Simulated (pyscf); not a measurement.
Optimised with ωB97X-D3(BJ)/def2-SVP in PySCF.

Q: For `[OH][SiH2][NH][SiH3]` + `[H][H]` → `[SiH3][NH][SiH3]` + `[OH2]`, a four-centre exchange (singlet surface; O–Si, H–H broken, H–Si, H–O formed), PBE/def2-TZVP gives ΔE‡ = 1.98 eV and ΔE = +0.89 eV (zero: the separated reactants). In which direction and how far do B3LYP-D3(BJ)/def2-TZVP, M06-2X/def2-TZVP, ωB97M-D3(BJ)/def2-TZVP move these?

A: B3LYP-D3(BJ): ΔE‡ = 2.26 eV, ΔE = +0.97 eV; M06-2X: ΔE‡ = 2.36 eV, ΔE = +1.06 eV; ωB97M-D3(BJ): ΔE‡ = 2.21 eV, ΔE = +0.95 eV. PBE's barrier lies under all of them, by 0.23 to 0.38 eV. Its reaction energy lies under all of them, by 0.05 to 0.17 eV. Low barriers are usual for a GGA, whose delocalisation error favours stretched bonds. HO–SiH₂–NH–SiH₃ lies 0.53 eV over its isomer H₂N–SiH₂–O–SiH₃, and others may lie lower still (electronic energy, ωB97M-D3(BJ)). This is the saddle that the search found; another between the same sides may lie lower.
